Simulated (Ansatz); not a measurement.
**AlH3S2: vertical and adiabatic energies of changing the electron count in Python**

Wanted for AlH3S2: vertical and adiabatic energies of changing the electron count. SMILES: [SH][AlH][SH].

Computed with Ansatz 0.2.0, driven from Python. Level of theory: CAM-B3LYP/6-31G*.

### 1 The system

Bond lengths: S1–Al2 2.245 Å, Al2–S3 2.242 Å, S1–H4 1.421 Å, Al2–H5 1.606 Å, S3–H6 1.403 Å. Angles: S1–Al2–S3 118.7°, S1–Al2–H5 120.6°, S3–Al2–H5 120.7°, Al2–S1–H4 88.7°, Al2–S3–H6 93.3°.

The script holds or builds the structure itself.

### 2 The code

adiabatic.py reads:

```python
"""Vertical and adiabatic ionisation of AlH3S2."""

import ansatz as az
import numpy as np

GEOMETRY = """
S    -1.27960   -1.20280   -1.17680
Al    0.46360    0.03940   -0.50010
S     1.38210   -0.39220    1.49950
H    -2.15000   -0.24420   -0.59030
H     1.05690    1.19670   -1.44200
H     0.56900    0.53900    2.16350
"""


def main() -> None:
    geometry = az.Crystal.molecule()
    for line in GEOMETRY.strip().splitlines():
        symbol, *xyz = line.split()
        geometry = geometry.atom(symbol, [float(v) for v in xyz])

    model = (
        geometry.calculation()
        .basis(gaussian="6-31G*")
        .functional("cam_b3lyp")
        .scf(lower_state_search="standard")
    )
    symbols = [site.symbol for site in geometry.cartesian_sites]
    start = np.array([site.position_ang for site in geometry.cartesian_sites], dtype=float)
    r = model.relax(force_tolerance=0.01, max_steps=100).run().report
    end = np.array(r["positions_ang"])

    minimum = az.Crystal.molecule()
    for symbol, place in zip(symbols, end):
        minimum = minimum.atom(symbol, place.tolist())
    ion = (
        minimum.calculation()
        .basis(gaussian="6-31G*")
        .functional("cam_b3lyp")
        .scf(lower_state_search="standard")
        .charge(1)
        .spin("collinear", total=1)
    )
    vertical = ion.run().report
    settled = ion.relax(force_tolerance=0.01, max_steps=80).run().report
    print(f"vertical ionisation energy   {vertical['free_energy_ev'] - r['free_energy_ev']:.3f} eV")
    print(f"adiabatic, no zero point     {settled['free_energy_ev'] - r['free_energy_ev']:.3f} eV")
    print(f"relaxation energy of the ion {vertical['free_energy_ev'] - settled['free_energy_ev']:.3f} eV")
    ionised = np.array(settled["positions_ang"])
    print("final positions (A) and the move of each atom")
    for symbol, xyz, old in zip(symbols, ionised, end):
        print(f"{symbol:2s} {xyz[0]:10.5f} {xyz[1]:10.5f} {xyz[2]:10.5f}   {np.linalg.norm(xyz - old):7.4f}")


if __name__ == "__main__":
    main()
```

### 3 Launch

Run with:

```sh
$ python adiabatic.py
```

**Question.** What results will this script give? Wanted: vertical ionisation energy; adiabatic ionisation energy, no zero point.

As calculated:

```
                                  quantity     value
                vertical ionisation energy  9.789 eV
adiabatic ionisation energy, no zero point  9.636 eV
                             runs compared         3
```

In words: The ionisation energy is a difference of two total energies at the neutral geometry; letting the ion relax lowers it by 0.15 eV. Run 1: The relaxation took 12 moves; the largest shift is 1.363 Å, of atom 6 (H). So large a move can change the bonding: the results belong to the relaxed structure. Run 3: The relaxation took 6 moves; the largest shift is 0.320 Å, of atom 2 (Al). The energies are electronic: no zero-point or thermal terms, and the basis set is short of its limit. The product may relax into another structure. Each relaxation finds its nearest minimum, which needn't be the lowest.
